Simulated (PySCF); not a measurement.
## Exact simulation of a proton spin system

Molecule: `InChI=1S/C4H8/c1-4-2-3-4/h4H,2-3H2,1H3`.

Molfile (atoms numbered from 1):
```
C4H8
     RDKit          3D

 12 12  0  0  0  0  0  0  0  0999 V2000
    1.4092   -0.0320    0.4705 C   0  0  0  0  0  0  0  0  0  0  0  0
    0.2333   -0.1721   -0.4587 C   0  0  0  0  0  0  0  0  0  0  0  0
   -1.0922   -0.6506    0.0558 C   0  0  0  0  0  0  0  0  0  0  0  0
   -0.9232    0.7795   -0.3709 C   0  0  0  0  0  0  0  0  0  0  0  0
    1.9477   -0.9868    0.5851 H   0  0  0  0  0  0  0  0  0  0  0  0
    1.0837    0.2883    1.4731 H   0  0  0  0  0  0  0  0  0  0  0  0
    2.1280    0.7166    0.1001 H   0  0  0  0  0  0  0  0  0  0  0  0
    0.4939   -0.5070   -1.4693 H   0  0  0  0  0  0  0  0  0  0  0  0
   -1.6913   -1.3125   -0.5757 H   0  0  0  0  0  0  0  0  0  0  0  0
   -1.1778   -0.8596    1.1266 H   0  0  0  0  0  0  0  0  0  0  0  0
   -1.4060    1.1080   -1.2955 H   0  0  0  0  0  0  0  0  0  0  0  0
   -0.8898    1.5455    0.4099 H   0  0  0  0  0  0  0  0  0  0  0  0
  1  2  1  0
  2  3  1  0
  3  4  1  0
  4  2  1  0
  1  5  1  0
  1  6  1  0
  1  7  1  0
  2  8  1  0
  3  9  1  0
  3 10  1  0
  4 11  1  0
  4 12  1  0
M  END
```

- PBE0-D3(BJ)/def2-SVP structure
- J: B3LYP/pcJ-1 (without the spin–dipole term)
- σ from GIAO-PBE0/pcSseg-1
- run in PySCF 2.14
- one conformer, rapidly exchanging positions averaged, gas phase, non-relativistic

Scale: TMS for 1H (σref 31.27) (reference shieldings calculated alike).

Shifts (ppm): H5/H6/H7 1.02, H8 0.51, H9/H11 0.43, H10/H12 -0.06.
Couplings (Hz): H5–H6, H5–H7, H6–H7: -14.1; H5–H8, H6–H8, H7–H8: 6.7; H5–H9, H5–H11, H6–H9, H6–H11, H7–H9, H7–H11: 0.2; H5–H10, H5–H12, H6–H10, H6–H12, H7–H10, H7–H12: -0.5; H8–H9, H8–H11: 9.2; H8–H10, H8–H12: 5.5; H9–H10, H11–H12: -5.2; H9–H11: 10.2; H9–H12, H10–H11: 6.2; H10–H12: 10.4.

The 8-spin Hamiltonian (Zeeman plus full scalar coupling among like nuclei) was diagonalised exactly; lines are Lorentzian, 0.5 Hz wide, and the maxima above 3 % are listed with the tallest set to 100.

**Question.** Give the 1H peak list of this spin system at 250 MHz.

**Answer.** 
Hz from δ = 0 (height): 258.2 (90), 254.7 (9), 252.0 (100), 251.8 (100), 139.2 (3), 138.8 (5), 136.3 (5), 135.8 (4), 135.1 (5), 134.2 (4), 132.8 (7), 132.2 (5), 131.2 (5), 130.6 (4), 129.8 (10), 128.8 (8), 126.6 (4), 125.2 (8), 124.8 (9), 123.8 (14), 122.7 (9), 118.7 (13), 118.1 (19), 116.8 (19), 115.7 (12), 113.3 (24), 112.9 (34), 112.1 (36), 111.4 (32), 110.9 (39), 110.0 (34), 109.4 (33), 108.9 (25), 108.3 (22), 105.6 (18), 104.0 (25), 102.1 (16), 101.5 (15), 99.9 (5), 98.4 (3), 97.3 (8), 96.7 (5), 96.2 (4), -5.9 (6), -6.6 (6), -7.7 (12), -9.6 (3), -11.6 (37), -12.1 (29), -13.8 (52), -15.1 (18), -16.0 (18), -17.2 (23), -17.8 (35), -18.3 (38), -21.5 (6), -22.7 (5), -25.1 (7)

**Question.** And at 700 MHz?

**Answer.** 
Hz from δ = 0 (height): 717.4 (98), 710.8 (100), 370.2 (4), 367.6 (3), 367.1 (4), 365.8 (3), 363.6 (5), 361.6 (5), 361.0 (7), 360.5 (7), 359.1 (4), 358.5 (4), 357.3 (5), 356.4 (4), 354.5 (8), 353.8 (5), 351.9 (8), 350.7 (5), 349.9 (3), 348.0 (4), 346.5 (5), 345.3 (8), 339.9 (4), 338.7 (3), 311.0 (13), 306.8 (17), 305.9 (22), 305.0 (27), 303.6 (16), 301.9 (10), 299.6 (14), 296.9 (23), 296.2 (24), 295.1 (20), 290.4 (10), -33.2 (6), -33.7 (9), -34.1 (7), -38.6 (26), -39.1 (29), -39.6 (30), -40.1 (26), -43.0 (11), -43.5 (16), -44.0 (23), -44.6 (29), -45.1 (32), -45.6 (27), -49.8 (5), -50.4 (6), -50.9 (6), -51.2 (5)

**Question.** Among coupled protons with different shifts, which pair is furthest from first order, and how does the field change that?

**Answer.** H8 and H9: Δν/J is about 2.2 at 250 MHz (strongly coupled) and 6.1 at 700 MHz (intermediate, with clear roofing). J in Hz doesn't depend on the field, while Δν in Hz grows in proportion to it. The system also holds chemically equivalent protons that couple differently to a partner (AA′BB′ or AA′XX′ type), and that part stays second order at any field.

Unscaled 3J(H,H) at this level run about 10 % above measured values.
